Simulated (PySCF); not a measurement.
An unknown gives this computed stick spectrum. The calculation used PySCF 2.14.0, density-fitted response routines, TDDFT CAM-B3LYP/aug-cc-pVTZ, vertical, gas phase, core orbitals frozen in the response. Geometries: PBE0-D3(BJ)/def2-TZVP, one conformer each.

| state | E (eV) | f |
| --- | --- | --- |
| S1 | 5.91 | 0.0009 |
| S2 | 7.12 | 0.044 |
| S3 | 7.87 | 0.017 |
| S4 | 8.09 | 0.0013 |
| S5 | 8.10 | 0.0026 |
| S6 | 8.23 | 0.0054 |
| S7 | 8.60 | 0.095 |
| S8 | 8.76 | 0.0019 |
| S9 | 8.84 | 0.037 |
| S10 | 8.90 | 0.0047 |

Triplets computed (Tamm–Dancoff): 5.41, 6.31, 6.97, 7.80 eV.

Question: Which candidate is it? All have the formula C4H8O2.
A. `CC(C)C(=O)O` (isobutyric acid)
B. `C1COCCO1` (1,4-dioxane)
C. `C1COCOC1` (1,3-dioxane)

Answer: A. Its S1, at 5.91 eV, is the lowest among the candidates; the nearest of the others has S1 at 6.42 eV. S1 is HOMO→LUMO+8 (39%), HOMO→LUMO+5 (34%). Löwdin shares by element: HOMO oxygen 66%, carbon 24% or more; LUMO hydrogen 63% or more (atoms not listed hold the other 37%). At the same level the other candidates give, for their lowest levels:
- `C1COCOC1`: 7.05 eV (f 0.000); 7.20 eV (f 0.033); 7.44 eV (f 0.000); 7.60 eV (f 0.088); 7.61 eV (f 0.004); T1 6.98 eV; HOMO -9.17, LUMO 0.24 eV
- `C1COCCO1`: 6.42 eV (f 0.000); 6.72 eV (f 0.074); 6.85 eV (f 0.038); 7.00 eV (f 0.006); 7.25 eV (f 0.000); T1 6.31 eV; HOMO -8.45, LUMO 0.31 eV

The values belong to the conformer `[CH3:1][CH:2]([CH3:3])[C:4](=[O:5])[OH:6]`: C1–C2–C4–O5 25°, H–O6–C4–C2 -177°.
